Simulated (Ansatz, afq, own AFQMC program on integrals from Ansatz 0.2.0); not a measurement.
## BNH₂, singlet: AFQMC among the cluster methods

```yaml
atoms:
  - { symbol: B, position_ang: [0.0000, 0.0000, 0.9457] }
  - { symbol: N, position_ang: [0.0000, 0.0000, -0.5693] }
  - { symbol: H, position_ang: [0.0000, 0.8509, -1.1158] }
  - { symbol: H, position_ang: [0.0000, -0.8509, -1.1158] }
```

Connectivity, by distances: B–NH2.

Basis cc-pVDZ. Only valence electrons are correlated. Integrals, coupled cluster, full CI and functionals: Ansatz 0.2.0; the random walks run on the same integrals in our own AFQMC program. The CISD trial takes its coefficients from CCSD amplitudes. Released means that phaseless walkers are propagated on without the constraint, phases kept. Free projection: walkers drawn from exp(T), propagated without any constraint. Its projection time is finite, and what remains of the start isn't in its error. ± is one standard error of the sampling.

Determinant: UHF, the one that the program's search chose, which needn't be the lowest solution. The geometry is a point of a scan.

No full CI on the walks' own integrals is used here; CCSDT(Q) serves as the reference and is uncertain by about the last step of the cluster series.

Cautions: an unrestricted solution with more broken spin lies lower (56 meV, ⟨S²⟩ 0.28), while this determinant keeps restricted orbitals.

```
T1 diagnostic                               : 0.0181
weight of the determinant in the CISD state : 0.875
⟨S²⟩ of the determinant                     : 0.000
size of the correlated space                : 10 electrons in 36 orbitals
```

Reference: CCSDT(Q), correlation energy -7.413 eV. The released energy is read at 2.40 1/Eh (meV from the phaseless value at times in 1/Eh: 5 ± 14 at 0.24, 5 ± 12 at 0.51, 13 ± 13 at 0.99, -2 ± 22 at 1.62, -32 ± 24 at 2.40).

```tsv
level	E − E(reference) (kJ/mol)	share of correlation (%)
HF	715.2	0.00
MP2	98.5	86.23
CCSD	24.6	96.56
CCSD(T)	3.8	99.47
CCSDT	1.9	99.74
ph-AFQMC/CISD	-1.2 ± 1.3	100.17
released AFQMC	-4.3 ± 2.3	100.60
free AFQMC	1.1 ± 1.5	99.85
```

Free projections are given only where their last times agree within the noise and don't stop above the reference; a slow remainder of the start can still hide under it. A walk keeps the symmetry of its determinant, which the program's search chose and which needn't be the lowest solution, so a lower state of the same spin and another symmetry isn't excluded. Released energies are given only where the last usable release times agree within the noise; a slower fall can still hide under it.
